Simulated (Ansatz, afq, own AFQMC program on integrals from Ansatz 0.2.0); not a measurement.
# Atomization energy of P$_{2}$H$_{4}$, singlet

```tsv
atom	x (Å)	y (Å)	z (Å)
P	0.3677	-1.0579	-0.0828
P	-0.3679	1.0582	0.0790
H	-0.4999	-1.5307	0.9515
H	-0.5751	-1.4009	-1.1025
H	0.5053	1.5335	-0.9496
H	0.5698	1.3978	1.1044
```

Connectivity, by distances: PH2–PH2.

Atoms in their ground-state spins without spin–orbit coupling (mostly on UHF) minus the molecule (RHF), without zero-point energy. The geometry is a stationary point, not shown to be a minimum.

Basis def2-TZVP. Only valence electrons are correlated. Ansatz 0.2.0 and our own AFQMC program on the same integrals; the CISD trial comes from CCSD amplitudes, and released means the phaseless constraint is let go. Uncertainties: one standard error, sampling alone. The errors of all members are added in quadrature.

No full CI on the walks' own integrals is used here; CCSDT(Q) serves as the reference and is uncertain by about the last step of the cluster series. Each member takes its own surest rung, up to full CI.

The best estimate is CCSD(T) at the basis-set limit (CBS: def2-TZVPP and def2-QZVPP, with their diffuse functions for anions and beside diffuse sets, CCSD(T) itself extrapolated) plus the step from CCSD(T) to CCSDT(Q) in def2-TZVP. Rows without CBS are in def2-TZVP; B2PLYP and the wave-function rows carry a basis error of their own. Core correlation and relativity beyond core potentials are missing, and ± holds the sampling alone.

Cautions: other spins of the molecule weren't checked.

Best estimate: 1548.8 kJ/mol.

```json
{"level": "HF", "atomization energy (kJ/mol)": "1040.5", "error against the best estimate (kJ/mol)": "-508.3"}
{"level": "MP2", "atomization energy (kJ/mol)": "1408.5", "error against the best estimate (kJ/mol)": "-140.3"}
{"level": "CCSD", "atomization energy (kJ/mol)": "1435.2", "error against the best estimate (kJ/mol)": "-113.6"}
{"level": "CCSD(T)", "atomization energy (kJ/mol)": "1453.9", "error against the best estimate (kJ/mol)": "-94.9"}
{"level": "CCSDT", "atomization energy (kJ/mol)": "1453.6", "error against the best estimate (kJ/mol)": "-95.3"}
{"level": "CCSDT(Q)", "atomization energy (kJ/mol)": "1455.0", "error against the best estimate (kJ/mol)": "-93.8"}
{"level": "ph-AFQMC/CISD", "atomization energy (kJ/mol)": "1454.8 ± 0.6", "error against the best estimate (kJ/mol)": "-94.0 ± 0.6"}
{"level": "released AFQMC", "atomization energy (kJ/mol)": "1455.8 ± 0.9", "error against the best estimate (kJ/mol)": "-93.0 ± 0.9"}
{"level": "HF/CBS", "atomization energy (kJ/mol)": "1045.5", "error against the best estimate (kJ/mol)": "-503.3"}
{"level": "MP2/CBS", "atomization energy (kJ/mol)": "1503.3", "error against the best estimate (kJ/mol)": "-45.5"}
{"level": "CCSD(T)/CBS", "atomization energy (kJ/mol)": "1547.8", "error against the best estimate (kJ/mol)": "-1.0"}
{"level": "PBE", "atomization energy (kJ/mol)": "1549.8", "error against the best estimate (kJ/mol)": "1.0"}
{"level": "r2SCAN", "atomization energy (kJ/mol)": "1540.8", "error against the best estimate (kJ/mol)": "-8.0"}
{"level": "PBE0", "atomization energy (kJ/mol)": "1528.4", "error against the best estimate (kJ/mol)": "-20.4"}
{"level": "B3LYP", "atomization energy (kJ/mol)": "1556.9", "error against the best estimate (kJ/mol)": "8.1"}
{"level": "wB97M-V", "atomization energy (kJ/mol)": "1575.8", "error against the best estimate (kJ/mol)": "26.9"}
{"level": "B2PLYP", "atomization energy (kJ/mol)": "1516.9", "error against the best estimate (kJ/mol)": "-31.9"}
```

Correlation beyond CCSD(T) adds 1.0 kJ/mol. Going to the basis-set limit adds 93.9 kJ/mol at CCSD(T). The perturbative (T) step is worth +18.7 kJ/mol. The functionals spread over 58.8 kJ/mol; PBE comes nearest and B2PLYP is 31.9 kJ/mol too low.

Best estimates are given only where the step beyond CCSD(T) is under 0.3 eV and no member's determinant is very poor (T1 over 0.05, or 0.07 for open shells, ⟨S²⟩ too high by 0.3, two states mixed), so the hardest cases are missing from such tables.

The functionals ran in a triple-zeta set and keep a basis error of their own, a few kJ/mol for each bond in atomization energies and more for double hybrids, so close places among them and the extrapolated levels can swap.

CCSDT and higher add their correlation energy to the determinant of the CCSD(T) run, since their own runs factorise the integrals more tightly (a shift of under 2 meV). Each member of a difference takes its own highest rung, so a best estimate needn't equal the limit plus the step of one row. Released energies are given only where the last usable release times agree within the noise; a slower fall can still hide under it.
